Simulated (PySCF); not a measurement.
# Dipole moment and polarisability across levels of theory

Compound: C2H2F2S.
Z-matrix (Å and degrees, PBE0-D3(BJ)/def2-SVP geometry), rows numbered from 1:
```
F 
C   1  1.3495
F   2  1.3497  1  107.85
C   2  1.5055  1  108.77  3  -117.75
S   4  1.6057  2  124.16  1  -121.91
H   2  1.1028  1  109.55  3   119.15
H   4  1.1030  2  113.07  1    58.13
```

PySCF, dipoles from the SCF density, polarisabilities from static response with core orbitals frozen. The structure is a single PBE0-D3(BJ)/def2-SVP conformer in the gas phase; no vibrational or solvent corrections.

The anisotropy is √(½[(α1 − α2)² + (α2 − α3)² + (α3 − α1)²]).

```tsv
level	μ (D)	α (Å³)	anisotropy (Å³)
LDA/def2-SVPD	0.376	7.35	3.45
PBE/def2-SVPD	0.284	7.34	3.47
B3LYP/def2-SVPD	0.438	7.10	3.33
PBE0/def2-SVPD	0.379	7.02	3.29
BHandHLYP/def2-SVPD	0.497	6.85	3.26
CAM-B3LYP/def2-SVPD	0.490	7.00	3.29
wB97X-D/def2-SVPD	0.349	6.97	3.26
LC-wPBE/def2-SVPD	0.416	6.87	3.26
HF/def2-SVPD	0.365	6.71	3.33
PBE0/6-31G*	0.101	5.33	4.03
PBE0/def2-SVP	0.314	5.18	3.68
PBE0/6-31+G*	0.371	6.33	3.87
PBE0/aug-cc-pVDZ	0.302	7.04	3.41
PBE0/def2-TZVP	0.327	6.31	3.70
PBE0/def2-TZVPD	0.356	7.15	3.35
PBE0/aug-cc-pVTZ	0.335	7.14	3.35
```

The dipole runs from 0.10 D (PBE0/6-31G*) to 0.50 D (BHandHLYP/def2-SVPD). No reference polarisability is at hand; against PBE0 in the largest diffuse basis at hand (aug-cc-pVTZ) the other PBE0 rows deviate by 6-31G* -25%, def2-SVP -27%, 6-31+G* -11%, def2-SVPD -2%, aug-cc-pVDZ -2%, def2-TZVP -12%, def2-TZVPD 0%. In one basis (def2-SVPD) the functionals order the polarisability from HF (lowest) to LDA (highest), a spread of 10%. With PBE0 the polarisability is 5.61 Å³ without diffuse functions (mean of 6-31G*, def2-SVP and def2-TZVP) and 6.93 Å³ with them (mean of 6-31+G*, def2-SVPD, aug-cc-pVDZ, def2-TZVPD and aug-cc-pVTZ).
